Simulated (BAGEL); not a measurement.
# UHF/STO-3G (density fitting with qzvpp-jkfit) run of BNH3O (SMILES N[B]O)

Aim: the vertical electron affinity of BNH3O at UHF/STO-3G (density fitting with qzvpp-jkfit), from 2 runs. 

The results are computed with BAGEL 1.2.2.

1 further run of the same task is left out (set aside as unsound or not needed).

## (1) The system as given

BNH3O: 6 atoms, total charge 0, spin state doublet. As SMILES, `N[B]O`. The shape is that of a PBE0-D4/def2-TZVP optimisation. This is one conformer, not always the lowest.

Bond lengths: N1–B2 1.390 Å, B2–O3 1.359 Å, N1–H4 1.002 Å, N1–H5 1.010 Å, O3–H6 0.958 Å. Angles: N1–B2–O3 122.6°, B2–N1–H4 122.8°, B2–N1–H5 122.6°, B2–O3–H6 113.3°, H4–N1–H5 114.6°.

## (2) The energy at UHF/STO-3G (density fitting with qzvpp-jkfit)

The input, input.json:

```json
{ "bagel": [

{
  "title": "molecule",
  "basis": "sto-3g",
  "df_basis": "qzvpp-jkfit",
  "angstrom": true,
  "geometry": [
    { "atom": "N", "xyz": [      -0.781300,       0.184600,      -0.560400 ] },
    { "atom": "B", "xyz": [       0.032600,      -0.490400,       0.341500 ] },
    { "atom": "O", "xyz": [       1.270200,      -0.047100,       0.684600 ] },
    { "atom": "H", "xyz": [      -1.694900,      -0.139800,      -0.815500 ] },
    { "atom": "H", "xyz": [      -0.498900,       1.042700,      -1.012000 ] },
    { "atom": "H", "xyz": [       1.714300,      -0.614000,       1.315700 ] }
  ]
},

{ "title": "uhf", "nopen": 1 },

{ "title": "print", "file": "orbitals.molden", "orbitals": true }

]}
```

Command:

```bash
BAGEL_NUM_THREADS=1 BAGEL input.json > input.out
```

The log of the run:

```text
* using 1 threads per process

  ===============================================================
  ===============================================================

  *** Geometry ***

  { "atom" : "N", "xyz" : [     -1.476443,      0.348843,     -1.059003 ] },
  { "atom" : "B", "xyz" : [      0.061605,     -0.926722,      0.645341 ] },
  { "atom" : "O", "xyz" : [      2.400330,     -0.089006,      1.293707 ] },
  { "atom" : "H", "xyz" : [     -3.202897,     -0.264184,     -1.541072 ] },
  { "atom" : "H", "xyz" : [     -0.942784,      1.970417,     -1.912403 ] },
  { "atom" : "H", "xyz" : [      3.239557,     -1.160292,      2.486313 ] },

  Number of auxiliary basis functions:      283

  Since a DF basis is specified, we compute 2- and 3-index integrals:
    o Being stored without compression. Storage requirement is 0.001 GB

  Number of basis functions:       18
  Number of electrons      :       23

    * METHOD: MOLECULE                             0.04

  *** Open-shell HF ***

  === Nuclear Repulsion ===
    61.4384600547

      * DIIS with orbital gradients will be used.

  === UHF iteration (sto-3g) ===
      0       -153.63849413          0.03968499           0.00
      1       -153.69187334          0.01164444           0.00
      2       -153.69818631          0.00431638           0.00
      3       -153.69920132          0.00166958           0.00
      4       -153.69961244          0.00028089           0.00
      5       -153.69965510          0.00009694           0.00
      6       -153.69966359          0.00004077           0.00
      7       -153.69966600          0.00001370           0.00
      8       -153.69966647          0.00000239           0.00
      9       -153.69966650          0.00000105           0.00
     10       -153.69966651          0.00000049           0.00
     11       -153.69966651          0.00000023           0.00
     12       -153.69966651          0.00000008           0.00
     13       -153.69966651          0.00000002           0.00
     14       -153.69966651          0.00000001           0.00
    * SCF iteration converged.

    * S^2 (UHF) is 0.7542

    * Permanent dipole moment:
           (    0.211599,     0.240374,    -0.056411) a.u.

    * METHOD: UHF                                  0.11

    * METHOD: PRINT                                0.00

  ===============================================================
```

Run time: 0.3 s. Hardware: 1 thread of Arm Neoverse V2, shared host.

## (3) The singlet anion, same level

The input, input.json:

```json
{ "bagel" : [

{
  "title" : "molecule",
  "basis" : "sto-3g",
  "df_basis" : "qzvpp-jkfit",
  "angstrom" : "true",
  "geometry" : [
    { "atom" : "N", "xyz" : [      -0.781300,       0.184600,      -0.560400 ] },
    { "atom" : "B", "xyz" : [       0.032600,      -0.490400,       0.341500 ] },
    { "atom" : "O", "xyz" : [       1.270200,      -0.047100,       0.684600 ] },
    { "atom" : "H", "xyz" : [      -1.694900,      -0.139800,      -0.815500 ] },
    { "atom" : "H", "xyz" : [      -0.498900,       1.042700,      -1.012000 ] },
    { "atom" : "H", "xyz" : [       1.714300,      -0.614000,       1.315700 ] }
  ]
},

{ "title" : "hf", "charge" : -1 },

{ "title" : "print", "file" : "orbitals.molden", "orbitals" : "true" }

]}
```

Command:

```bash
BAGEL_NUM_THREADS=1 BAGEL input.json > input.out
```

The log of the run:

```text
* using 1 threads per process

  ===============================================================
  ===============================================================

  *** Geometry ***

  { "atom" : "N", "xyz" : [     -1.476443,      0.348843,     -1.059003 ] },
  { "atom" : "B", "xyz" : [      0.061605,     -0.926722,      0.645341 ] },
  { "atom" : "O", "xyz" : [      2.400330,     -0.089006,      1.293707 ] },
  { "atom" : "H", "xyz" : [     -3.202897,     -0.264184,     -1.541072 ] },
  { "atom" : "H", "xyz" : [     -0.942784,      1.970417,     -1.912403 ] },
  { "atom" : "H", "xyz" : [      3.239557,     -1.160292,      2.486313 ] },

  Number of auxiliary basis functions:      283

  Since a DF basis is specified, we compute 2- and 3-index integrals:
    o Being stored without compression. Storage requirement is 0.001 GB

  Number of basis functions:       18
  Number of electrons      :       23

    * METHOD: MOLECULE                             0.04

  *** RHF ***

  === Nuclear Repulsion ===
    61.4384600547

      * DIIS with orbital gradients will be used.

  === RHF iteration (sto-3g) ===
      0       -153.30810848          0.02506828           0.00
      1       -153.38830453          0.00526670           0.00
      2       -153.39262437          0.00139690           0.00
      3       -153.39331699          0.00048188           0.00
      4       -153.39343104          0.00008344           0.00
      5       -153.39343467          0.00001238           0.00
      6       -153.39343472          0.00000387           0.00
      7       -153.39343472          0.00000058           0.00
      8       -153.39343472          0.00000016           0.00
      9       -153.39343472          0.00000003           0.00
     10       -153.39343472          0.00000001           0.00
     11       -153.39343472          0.00000000           0.00
    * SCF iteration converged.

    * Permanent dipole moment:
           (   -0.288513,    -0.815405,     0.418338) a.u.

    * METHOD: HF                                   0.07

    * METHOD: PRINT                                0.00

  ===============================================================
```

Run time: 0.26 s. Hardware: 1 thread of Arm Neoverse V2, shared host.

## (4) Results

Level: UHF/STO-3G (density fitting with qzvpp-jkfit).

| quantity | value |
| --- | --- |
| doublet BNH3O: total energy | -153.69967 Eh |
| doublet BNH3O: dipole moment | 0.83 D |
| doublet BNH3O: ⟨S²⟩ | 0.754 |
| singlet anion: total energy | -153.39343 Eh |
| singlet anion: HOMO energy | 7.43 eV |
| singlet anion: LUMO energy | 22.20 eV |
| singlet anion: HOMO–LUMO gap (to an unbound level, set by the basis) | 14.77 eV |
| vertical electron affinity (to the singlet anion) | -8.333 eV |

What this shows: The anion lies 8.33 eV (804 kJ/mol) above the neutral: the electron isn't bound at this level, and such a value depends on the basis. Without diffuse functions anions come out too high. Hartree–Fock misses the correlation that binds many anions. In a minimal basis such a difference can be off by several eV, whatever the method. The HOMO (singlet anion) lies at positive energy, 7.43 eV: the electron is unbound at this level or held by a compact basis; values depend on the basis.
